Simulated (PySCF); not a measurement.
How good is the calculation?

Atom-mapped SMILES (the numbers label the heavy atoms): `[cH:1]1[n:2][cH:3][n:4][cH:5][n:6]1`. Each H is labelled by its parent atom.

What is known from experiment: δ $^{15}$N N2/N4/N6 -95.4 ppm (measured; solution, cyclohexane; M. Witanowski et al., J. Magn. Reson. 124 (1997) 127). Coupling constants: $^{1}J$(C1,H(C1)) 207.2 Hz, $^{1}J$(C1,H(C1)) 207.5 Hz, $^{3}J$(C1,H(C3)) 8.0 Hz.

- geometry: PBE0-D3(BJ)/def2-SVP
- spin–spin couplings from B3LYP/pcJ-1
- PBE0/pcSseg-1 with gauge-including orbitals
- run in PySCF 2.14
- averaged over atoms made equivalent by symmetry, fast rotation or ring inversion, one conformer, in vacuum, no relativistic terms

Q: What does the calculation give, and how does it compare?

A: 
Reference values: measured (solution, cyclohexane; M. Witanowski et al., J. Magn. Reson. 124 (1997) 127).
```csv
atoms,quantity,reference,computed,"computed, scaled"
N2/N4/N6,δ $^{15}$N vs neat liquid CH3NO2,-95.4,–,-98.0
```

Computed shifts are σ(ref) − σ with the named reference compound (TMS for H and C) calculated as an isolated molecule at the same level. The measured values may be among those fitted. Shieldings were converted by a linear fit to measured shifts: $^{15}$N: δ = -150.47 − 0.916σ (rms 7.2 ppm, 77 shifts vs CH3NO2, solution or neat liquid). A few per cent of atoms miss by over 2 rms, more outside the fitted compound classes.

Coupling constants in Hz (some tables give magnitudes without signs):
| coupling | reference | computed | source |
| --- | --- | --- | --- |
| $^{1}J$(C1,H(C1)) | 207.2 | 215.8 | measured; liquid or solution (compiled); Buevich, Sauri, Parella, De Tommasi, Bifulco, Williamson, Martin, Chem. Commun. 2019 (ESI) |
| $^{1}J$(C1,H(C1)) | 207.5 | 215.8 | measured; liquid or solution; F. J. Weigert, PhD thesis, Caltech 1968 (Carbon-13 magnetic resonance spectroscopy) |
| $^{3}J$(C1,H(C3)) | 8.0 | 8.8 | measured; liquid or solution; F. J. Weigert, PhD thesis, Caltech 1968 (Carbon-13 magnetic resonance spectroscopy) |
